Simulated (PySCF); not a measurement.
Ozone, O₃, SMILES O=[O+][O-] at its PBE0/def2-SVP optimised geometry (Å):

```
3

O      0.9118    -0.5421     0.0000
O     -0.3223    -0.5421     0.0000
O     -0.9118     0.5421     0.0000
```

Method: PBE0/def2-TZVP (PySCF).

Map of the electron localisation function on the plane z = 0.6 Å:

```
|00000000000000000000000000000|
|00000000000000000000000000000|
|00000000000000000000000000000|
|00000000000000000000000000000|
|00000000000111100000000000000|
|00000000012233210000000000000|
|00000001134555420000000000000|
|00000012356777520000000000000|
|00001234678888620000000000000|
|00012456789998620000111000000|
|00124678899998400002342100000|
|00135789999986200035664210000|
|00246899998864100268875310000|
|00246889987653101489986310000|
|00135677665565323699986410000|
|00123333334677645799986410000|
|00001100125888766789986310000|
|00000000137999766799986310000|
|00000000268999645799986310000|
|00000000379998424799986310000|
|00000001479986212689975310000|
|00000001468863101478875210000|
|00000000246541000367753200000|
|00000000123210000145542100000|
|00000000000000000022221000000|
|00000000000000000001100000000|
|00000000000000000000000000000|
|00000000000000000000000000000|
|00000000000000000000000000000|
```
Scale: ten equal steps from 0.000 (start of '0') to 0.884 (end of '9'), in the order '0123456789'; x runs from -3.00 to 3.00, y from -3.00 (bottom) to 3.00 (top).
